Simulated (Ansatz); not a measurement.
Start from `CNC(O)O` and change one atom or group to get `OC(O)Cl`.

Ansatz, PBE0-D4/def2-TZVP geometries, multiplicity 1. Each molecule was computed in one conformer, which needn't be the lowest.

```csv
property,`CNC(O)O`
LUMO energy (ωB97M-V/def2-TZVPP) / eV,2.48
size of the dipole moment (B3LYP/def2-TZVPP) / D,1.09
size of the dipole moment (PBE/def2-TZVPP) / D,1.02
HOMO–LUMO gap (B3LYP/def2-TZVPP) / eV,7.54
LUMO energy (PBE0/def2-TZVPP) / eV,1.08
LUMO energy (PBE/def2-TZVPP) / eV,0.22
```

(1) What does the change do to each property? (Estimate.)

Answers

(1) The calculation gave: 
| property | `OC(O)Cl` | shift |
| --- | --- | --- |
| LUMO energy (ωB97M-V/def2-TZVPP) / eV | 2.25 | -0.23 |
| size of the dipole moment (B3LYP/def2-TZVPP) / D | 2.17 | 1.08 |
| size of the dipole moment (PBE/def2-TZVPP) / D | 2.17 | 1.15 |
| HOMO–LUMO gap (B3LYP/def2-TZVPP) / eV | 8.73 | 1.19 |
| LUMO energy (PBE0/def2-TZVPP) / eV | 0.78 | -0.30 |
| LUMO energy (PBE/def2-TZVPP) / eV | -0.32 | -0.54 |

With PBE0 the HOMO falls by 1.53 eV and the LUMO falls by 0.30 eV, so the gap widens by about 1.23 eV. PBE moves the HOMO by -1.39 eV and ωB97M-V by -1.48 eV. Dipoles are sizes alone; their direction can turn.

B3LYP here is the variant with VWN-RPA as its local correlation; programs differ in this.
